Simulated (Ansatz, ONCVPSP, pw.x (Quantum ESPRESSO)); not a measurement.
## What a changed setting does to a pw.x run (fcc W)

Potential: optimised norm-conserving Vanderbilt (ONCV), ONCVPSP 4.0.1.1 (patched build), LDA (Perdew-Wang 92); core [Kr] 4d10 4f14 5s2, reference 5p6 5d4 6s2; waves: 6s: rc 2.90 bohr, ncon 4, nbas 8, qcut 2.8 1/bohr, 2 projectors, debl 3.8 Ha; 5p: rc 2.05 bohr, ncon 4, nbas 8, qcut 7.8 1/bohr, 2 projectors, debl 2.9 Ha; 5d: rc 2.10 bohr, ncon 4, nbas 8, qcut 7.1 1/bohr, 3 projectors, debl 0.9 Ha; local part: polynomial inside 1.80 bohr (lpopt 5, dvloc0 0 Ha); core correction: Teter function, fcfact 3.75, rcfact 1.25.

The reference run (k-mesh 14³, cutoffs 50/200 Ry, Fermi–Dirac 0.01 Ry, mixing_beta 0.4, conv_thr 1e-9, no spin) gives -3.64 GPa at 15.687 Å³/atom, where all-electron LAPW gives 0.24 GPa. This run, with its own iteration cap, changes smearing to mp.

```
&control
  calculation='scf', prefix='x', pseudo_dir='./', outdir='./tmp', tstress=.true., disk_io='none'
/
&system
  ibrav=0, nat=1, ntyp=1, ecutwfc=50, ecutrho=200, nbnd=14,
  occupations='smearing', smearing='mp', degauss=0.01
/
&electrons
  conv_thr=1e-09, mixing_beta=0.4, electron_maxstep=60
/
ATOMIC_SPECIES
W 1.0 W.UPF
CELL_PARAMETERS angstrom
  0.00000000 1.98687235 1.98687235
  1.98687235 0.00000000 1.98687235
  1.98687235 1.98687235 0.00000000
ATOMIC_POSITIONS crystal
W 0.0000 0.0000 0.0000
K_POINTS automatic
14 14 14 0 0 0
```

```bash
pw.x < W.scf.in > W.scf.out
```

**Question.** How does the run end?

**Answer.** It converges in 7 iterations; the free energy moves by +35.3 meV/atom and the pressure by -0.33 GPa. This scheme is built to cancel the term in the square of the width that Fermi–Dirac smearing leaves in the F of a metal.

```
Message from routine setup:
     using ibrav=0 with symmetry is DISCOURAGED, use correct ibrav instead
     lattice parameter (alat)  =       5.3099  a.u.
     unit-cell volume          =     105.8611 (a.u.)^3
     number of electrons       =        12.00
     number of Kohn-Sham states=           14
     kinetic-energy cutoff     =      50.0000  Ry
     charge density cutoff     =     200.0000  Ry
     scf convergence threshold =      1.0E-09
     Exchange-correlation= SLA  PW   NOGX NOGC
     number of k points=   104  Methfessel-Paxton smearing, width (Ry)=  0.0100
     iteration #  1     ecut=    50.00 Ry     beta= 0.40
     total energy              =     -99.16734253 Ry
     estimated scf accuracy    <       0.03129376 Ry
     iteration #  2     ecut=    50.00 Ry     beta= 0.40
     total energy              =     -99.16690713 Ry
     estimated scf accuracy    <       0.00518954 Ry
     iteration #  3     ecut=    50.00 Ry     beta= 0.40
     total energy              =     -99.16744341 Ry
     estimated scf accuracy    <       0.00024800 Ry
     iteration #  4     ecut=    50.00 Ry     beta= 0.40
     total energy              =     -99.16746399 Ry
     estimated scf accuracy    <       0.00000439 Ry
     iteration #  5     ecut=    50.00 Ry     beta= 0.40
     total energy              =     -99.16746555 Ry
     estimated scf accuracy    <       0.00000022 Ry
     iteration #  6     ecut=    50.00 Ry     beta= 0.40
     total energy              =     -99.16746561 Ry
     estimated scf accuracy    <          2.3E-09 Ry
     iteration #  7     ecut=    50.00 Ry     beta= 0.40
     the Fermi energy is    20.4867 ev
!    total energy              =     -99.16746561 Ry
     estimated scf accuracy    <          2.4E-10 Ry
     smearing contrib. (-TS)   =      -0.00000335 Ry
     The total energy is F=E-TS. E is the sum of the following terms:
     one-electron contribution =      -0.28056975 Ry
     hartree contribution      =       8.80044266 Ry
     xc contribution           =     -19.76687772 Ry
     ewald contribution        =     -87.92045745 Ry
     convergence has been achieved in   7 iterations
          total   stress  (Ry/bohr**3)                   (kbar)     P=      -39.66
     Message from routine punch:
     Nothing written, as per user request (disk_io='none')
```

The run took about 17 s on one core of a shared host (Neoverse-N1, 64 threads, 124 GiB, load 59).
